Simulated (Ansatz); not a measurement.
**C6H12: up Jacob's ladder to CCSD(T)**

The task here is to estimate one member of a computed series from the others.

Computed with Ansatz 0.2.0, Gaussian basis. Level: functionals in def2-TZVPP, the program's frozen cores in correlated methods.

Levels to be run: LDA (SPW92), PBE-D4, revPBE-D4, BLYP-D4, r2SCAN-D4, B97M-V, PBE0-D4, B3LYP-D4, r2SCANh-D4, r2SCAN0-D4, HSE06-D4, BHLYP-D4, CAM-B3LYP-D4, LC-ωPBE, ωB97X-V, ωB97M-V, B2PLYP, PBE-QIDH; CCSD(T)/def2-SVP; CCSD(T)/def2-TZVPP; MP2/def2-QZVPP; extrapolation to the limit; RPA on PBE.

## The relaxed structure

An earlier PBE0-D4 in a triple-zeta def2 set relaxation fixed the geometry.

SMILES `C/C=C\C(C)C`, 18 atoms, charge 0, spin multiplicity 1.

Atoms are counted from 1 here; the program's logs count them from 0.

Bond lengths: C1–C2 1.491 Å, C1–H7 1.095 Å, C1–H8 1.090 Å, C1–H9 1.095 Å, C2–C3 1.330 Å, C2–H10 1.088 Å, C3–C4 1.497 Å, C3–H11 1.090 Å, C4–C5 1.526 Å, C4–C6 1.526 Å, C4–H12 1.094 Å, C5–H13 1.093 Å, C5–H14 1.094 Å, C5–H15 1.092 Å, C6–H16 1.094 Å, C6–H17 1.092 Å, C6–H18 1.093 Å. Angles: C2–C1–H7 110.7°, C2–C1–H8 112.9°, C2–C1–H9 110.7°, H7–C1–H8 107.9°, H7–C1–H9 106.5°, H8–C1–H9 107.9°, C1–C2–C3 127.7°, C1–C2–H10 115.1°, C3–C2–H10 117.2°, C2–C3–C4 128.2°, C2–C3–H11 117.5°, C4–C3–H11 114.3°, C3–C4–C5 110.3°, C3–C4–C6 110.3°, C3–C4–H12 109.3°, C5–C4–C6 110.7°, C5–C4–H12 108.1°, C6–C4–H12 108.1° and more.

Set-up of the first run:

Contents of in.yaml:

```yaml
crystal:
  periodic: [false, false, false]
  atoms:
    - {symbol: C, position_ang: [1.246895, -1.934814, -1.000741]}
    - {symbol: C, position_ang: [1.663371, -0.679905, -0.310659]}
    - {symbol: C, position_ang: [0.879895, 0.276681, 0.178729]}
    - {symbol: C, position_ang: [-0.615272, 0.345005, 0.165878]}
    - {symbol: C, position_ang: [-1.082817, 1.567930, -0.618758]}
    - {symbol: C, position_ang: [-1.155694, 0.380194, 1.593011]}
    - {symbol: H, position_ang: [1.674675, -1.983195, -2.007329]}
    - {symbol: H, position_ang: [0.164991, -2.030481, -1.091931]}
    - {symbol: H, position_ang: [1.617994, -2.813510, -0.463348]}
    - {symbol: H, position_ang: [2.737908, -0.546744, -0.203200]}
    - {symbol: H, position_ang: [1.364538, 1.129506, 0.654328]}
    - {symbol: H, position_ang: [-1.014547, -0.547021, -0.326195]}
    - {symbol: H, position_ang: [-2.174170, 1.633921, -0.626849]}
    - {symbol: H, position_ang: [-0.696678, 2.487001, -0.167116]}
    - {symbol: H, position_ang: [-0.733068, 1.532163, -1.652649]}
    - {symbol: H, position_ang: [-0.772437, 1.253858, 2.129299]}
    - {symbol: H, position_ang: [-0.858138, -0.510252, 2.150776]}
    - {symbol: H, position_ang: [-2.247434, 0.439672, 1.596745]}
basis:
  gaussian: {orbitals: def2-TZVPP}
hamiltonian: {xc: lda}
output: {orbitals: {seedname: orbitals}}
```

Command:

```console
> ansatz run in.yaml --threads 2 --pin off --events-out ev --progress --plain --max-ram 32768MiB --backend cuda --devices 0, --max-vram 18GiB
```

Among the steps run: LDA; PBE-D4 (GGA); revPBE-D4 (GGA); BLYP-D4 (GGA); r2SCAN-D4 (meta-GGA); B97M-V (meta-GGA); PBE0-D4 (hybrid); B3LYP-D4 (hybrid); r2SCANh-D4 (hybrid); r2SCAN0-D4 (hybrid); HSE06-D4 (hybrid); BHLYP-D4 (hybrid); CAM-B3LYP-D4 (range-separated); LC-ωPBE (range-separated); ωB97X-V (range-separated); ωB97M-V (range-separated); B2PLYP (double hybrid); PBE-QIDH (double hybrid).

One table of the session follows, with a row left open; its other results are not shown here.

It belongs to the step «Frontier levels by functional». 

```
  functional  HOMO (eV)  LUMO (eV)  gap (eV)
 LDA (SPW92)      -5.98      -0.53      5.45
      PBE-D4      -5.82      -0.31      5.51
   revPBE-D4      -5.75      -0.22      5.53
     BLYP-D4      -5.66      -0.17      5.49
   r2SCAN-D4      -5.99      -0.05      5.94
      B97M-V      -6.04      -0.02      6.02
     PBE0-D4      -6.92       0.74      7.66
    B3LYP-D4      -6.71       0.50      7.21
  r2SCANh-D4      -6.41       0.32      6.74
  r2SCAN0-D4      -7.04       0.88      7.93
    HSE06-D4      -6.52       0.35      6.87
    BHLYP-D4      -7.88       1.85      9.74
CAM-B3LYP-D4      -8.24       1.88     10.13
     LC-ωPBE      -9.62       3.06     12.69
     ωB97X-V      -9.25       2.96     12.21
     ωB97M-V          ?          ?         ?
```

Q: Estimate the row for ωB97M-V from the others.

**Answer.** HOMO (eV): -9.16; LUMO (eV): 2.68; gap (eV): 11.84. In the column «HOMO (eV)» it lies between ωB97X-V (-9.25) and CAM-B3LYP-D4 (-8.24).
